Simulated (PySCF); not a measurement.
Compound: C3H3F.
Atom-mapped SMILES: `[F:1][C:2]1=[CH:3][CH2:4]1` (hydrogens: H5 on C3; H6, H7 on C4)

A GFN2-xTB structure was refined with PBE0-D3(BJ)/def2-SVP geometry optimisation, gas phase (PySCF). Its GFN2-xTB values:

| coordinate | GFN2-xTB |
| --- | --- |
| F1–C2 | 1.317 Å |
| C2=C3 | 1.292 Å |
| C2–C4 | 1.484 Å |
| C3–C4 | 1.527 Å |
| C3–H5 | 1.060 Å |
| C4–H6 | 1.085 Å |
| F1–C2–C3 | 150.1° |
| C2–C3–C4 | 62.8° |
| C2–C3–H5 | 151.9° |
| C2–C4–C3 | 50.8° |
| C2–C4–H6 | 119.9° |
| C3–C2–C4 | 66.3° |
| C4–C3–H5 | 145.3° |
| H6–C4–H7 | 113.5° |

Problem. How do these coordinates change at the PBE0-D3(BJ)/def2-SVP level?

Solution. 
| coordinate | PBE0-D3(BJ)/def2-SVP (Å or °) | change |
| --- | --- | --- |
| C3–H5 | 1.085 | +0.025 |
| C4–H6 | 1.103 | +0.018 |
| C2–C4 | 1.466 | -0.018 |
| C3–C4 | 1.544 | +0.017 |
| F1–C2 | 1.305 | -0.012 |
| C2=C3 | 1.289 | -0.003 |
| C2–C3–H5 | 154.6 | +2.7 |
| C3–C2–C4 | 67.8 | +1.5 |
| C4–C3–H5 | 143.9 | -1.4 |
| F1–C2–C3 | 148.7 | -1.4 |
| C2–C3–C4 | 61.6 | -1.2 |
| C2–C4–H6 | 120.4 | +0.5 |
| H6–C4–H7 | 113.0 | -0.5 |
| C2–C4–C3 | 50.6 | -0.2 |

The energy falls by 0.036 eV over 11 energy and gradient evaluations, the largest force component goes from 0.0195 to 2.7e-04 Eh/bohr, and the atoms move by 0.018 Å rms after alignment. The bond that changes most is C3–H5 (alkene CH carbon to vinylic hydrogen), which lengthens by 0.025 Å. Bonds longer at the end by more than 0.005 Å: 4 of 7; shorter: 2. Rotational constants go from 23453, 6873, 5507 to 22943, 7007, 5570 MHz.

The run used 71 basis functions and 67 SCF cycles in all.

No PBE0-D3(BJ)/def2-SVP frequencies stand behind this structure, so it isn't proved a minimum.
